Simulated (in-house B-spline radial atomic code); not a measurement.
# Functionals against successive ionisation energies: N to N⁴⁺

Ionisation energies as differences of self-consistent total energies from a B-spline radial code for spherical atoms: all electrons, radial basis limit, scalar-relativistic (one-electron X2C), spin-polarised at highest spin, spherical densities; exact exchange is averaged over the determinants of each configuration. No spin-orbit coupling, Breit or QED terms. NIST's values run from ground level to ground level, so in open shells the differences also hold multiplet and fine-structure energies that spherical high-spin averages miss. Columns give computed minus NIST, in eV; a star marks a semi-empirical value. Species are left out where the tabulated value is theory, is uncertain by more than 0.12 eV, or (13 ions, such as In⁴⁺, Te⁴⁺ and Bi⁴⁺) lies off its series for all methods alike, which flatters the means a little.

```csv
species,shell,NIST (eV),LDA VWN5,PBEsol,BLYP,HSE06
N,2p,14.53,+0.46,+0.31,+0.19,+0.29
N⁺,2p,29.60*,+0.57,+0.38,+0.43,+0.45
N²⁺,2p,47.45*,+0.32,+0.05,+0.31,+0.32
N³⁺,2s,77.47,-1.26,-1.36,-1.01,-1.07
N⁴⁺,2s,97.89,-0.20,+0.03,+0.82,+0.43
```

(1) How do the methods rank, and which species is hardest?

Results:

(1) Mean absolute (signed) differences: PBEsol 0.43 (-0.12) eV; HSE06 0.51 (+0.09) eV; BLYP 0.55 (+0.15) eV; LDA VWN5 0.56 (-0.02) eV. For N³⁺, which loses a 2s electron, the nearest method is off by -1.01 eV, the largest such miss.
